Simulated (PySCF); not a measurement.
Compound: aluminum monochloride, AlCl (singlet state).
Structure used (PBE0-D3(BJ)/def2-SVP), in Å, numbered top down from 1:
```
atom  x, y, z in Å
Al1    1.0776   -0.0325    0.0015
Cl2   -1.0687    0.0206   -0.0215
```

Level: wB97X-D/def2-SVPD in PySCF, non-relativistic, on one gas-phase PBE0-D3(BJ)/def2-SVP geometry that isn't relaxed in the solvent. The solvent is an IEF-PCM continuum (Bondi radii, 1.10 Å for H, scaled by 1.2), and excitations are vertical TDDFT with non-equilibrium linear response and a frozen core. The model holds no explicit solvent molecules, cavitation or dispersion.

Gas-phase singlets (H = HOMO, L = LUMO):

```
state  E (eV)  λ (nm)      f  leading configuration
   S1   4.740     262  0.204                H→L 93%
   S2   4.740     262  0.204              H→L+1 93%
   S3   6.481     191  0.000            H-1→L+1 37%
   S4   6.532     190  0.000              H-2→L 43%
   S5   6.532     190  0.000            H-2→L+1 43%
```

**Question.** What are the lowest 5 singlets in benzene (ε = 2.271)?

**Answer.** 
| state | E (eV) | λ (nm) | f | leading configuration | change by rank (eV) |
| --- | --- | --- | --- | --- | --- |
| S1 | 4.474 | 277 | 0.258 | H→L 70% | -0.266 |
| S2 | 4.474 | 277 | 0.258 | H→L+1 70% | -0.266 |
| S3 | 6.251 | 198 | 0.656 | H→L+3 95% | -0.230 |
| S4 | 6.737 | 184 | 0.000 | H-1→L 46% | +0.205 |
| S5 | 6.769 | 183 | 0.000 | H-1→L+1 39% | +0.237 |

**Question.** How do the frontier levels move from gas to benzene?

**Answer.** 
```json
{"orbital": "LUMO+2", "gas (eV)": "1.77", "solvent (eV)": "1.91", "change (eV)": "+0.14"}
{"orbital": "LUMO+1", "gas (eV)": "-0.04", "solvent (eV)": "0.25", "change (eV)": "+0.29"}
{"orbital": "LUMO", "gas (eV)": "-0.04", "solvent (eV)": "0.25", "change (eV)": "+0.29"}
{"orbital": "HOMO", "gas (eV)": "-8.84", "solvent (eV)": "-8.62", "change (eV)": "+0.22"}
{"orbital": "HOMO-1", "gas (eV)": "-11.22", "solvent (eV)": "-11.20", "change (eV)": "+0.02"}
{"orbital": "HOMO-2", "gas (eV)": "-11.22", "solvent (eV)": "-11.20", "change (eV)": "+0.02"}
{"orbital": "HOMO-3", "gas (eV)": "-13.42", "solvent (eV)": "-13.34", "change (eV)": "+0.08"}
```

The HOMO–LUMO gap goes from 8.81 to 8.86 eV.
